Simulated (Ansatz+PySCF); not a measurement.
Values are calculated unless marked as measured or tabulated.
Input for PySCF 2.14.0:

```python
from pyscf import gto, scf, cc

mol = gto.M(atom="""
P 0.000000 0.000000 0.000000
S 0.710240 0.946980 2.050270
""", basis='sto-3g', charge=1, spin=2)
mf = scf.UHF(mol)
mf.kernel()
mycc = cc.CCSD(mf, frozen=10).run()
et = mycc.ccsd_t()
print(mf.e_tot, mycc.e_corr, et, mycc.e_tot + et)
```

The script is written out from the run's settings.

Results

| Item | Value |
| --- | --- |
| Converged | yes |
| Reference energy | -729.78208 hartree |
| CCSD correlation energy | -0.07184 hartree |
| Triples correction | -0.00388 hartree |
| Total energy | -729.85780 hartree |
| Spin squared of the determinant | 2.004 |

This is not the lowest solution: another run reaches a determinant 1.49 eV lower. Caution: large amplitudes, a single reference is doubtful; another reference gives a lower total.
